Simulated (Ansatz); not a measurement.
Saddle point of BSiH7O, singlet (SiH₄O ([OH][SiH3]) + BH₃ → BSiH₅O ([BH2][O][SiH3]) + H₂; bonds formed: H2–H5; dative contacts that become bonds: B1–O6; bonds broken: B1–H2, H5–O6), PBE0-D4/def2-TZVP structure:

```csv
atom,x (Å),y (Å),z (Å)
B1,-0.9025,0.4802,-0.8910
H2,-0.1679,1.4418,-1.4207
H3,-0.6484,-0.5196,-1.5025
H4,-2.0230,0.8848,-0.8242
H5,0.1576,1.2625,-0.4452
O6,-0.1569,0.5501,0.5087
Si7,0.7428,-0.7500,1.0275
H8,1.2935,-0.3981,2.3573
H9,-0.1450,-1.9338,1.1164
H10,1.8500,-1.0179,0.0736
```

Energies are electronic, without zero-point energy. Barriers and step energies count from the start structure reached by relaxing down the imaginary mode; all methods use the PBE0-D4 structures, on which another method's saddle can fall below an end. Program: Ansatz 0.2.0. Basis: def2-TZVPP, with def2-QZVPP for the basis limit. Cores are frozen in the correlated methods. B3LYP uses VWN-RPA correlation. Extrapolation: Hartree–Fock as exp(−7.88 √X), correlation as X^−2.97.

```csv
method,barrier (kJ/mol),step energy (kJ/mol)
SPW92,63.0,-25.0
PBE-D4,72.1,-57.2
BLYP-D4,?,-78.1
r2SCAN-D4,79.9,-62.4
B97M-V,90.6,-67.6
PBE0-D4,85.1,-54.5
B3LYP-D4,91.0,-73.3
r2SCAN0-D4,89.7,-59.2
BHLYP-D4,106.7,-71.9
CAM-B3LYP-D4,94.3,-67.3
wB97X-V,?,-63.5
wB97M-V,95.5,-62.4
B2PLYP,?,-73.0
PBE-QIDH,93.1,-56.9
RPA on PBE,97.1,-69.6
HF,133.9,-95.5
MP2,91.6,-66.7
CCSD,104.8,-66.9
CCSD(T),98.2,-65.2
```

Question: Fill in the withheld barriers. (Judge from chemistry; the value comes from the calculation.)

Answer: By the calculation: wB97X-V 94.6; BLYP-D4 81.6; B2PLYP 92.7 kJ/mol. Each is the energy of the saddle less that of the start structure, by the same method.

For comparison, the barrier by CCSD(T) at an estimated basis limit (MP2 extrapolated from triple and quadruple zeta, plus CCSD(T) − MP2 in triple zeta) is 96.5 kJ/mol.

The T1 diagnostic stays at or below 0.013.

The step is the kind of ligand exchange by which a precursor binds to a hydroxyl group, or is hydrolysed, in atomic layer deposition of oxides.

Labels in which every atom is bracketed show which atoms are joined, not bond orders.

For scale, one of the runs: CCSD(T)/def2-TZVPP, 202 basis functions, launched by `ansatz run in.yaml --threads 2 --pin off --events-out ev --progress --plain --max-ram 4352MiB`. Time: 45 s of wall clock on 2 CPU threads of an Arm Neoverse V2; the host was shared. Peak host memory: 2.5 GiB.
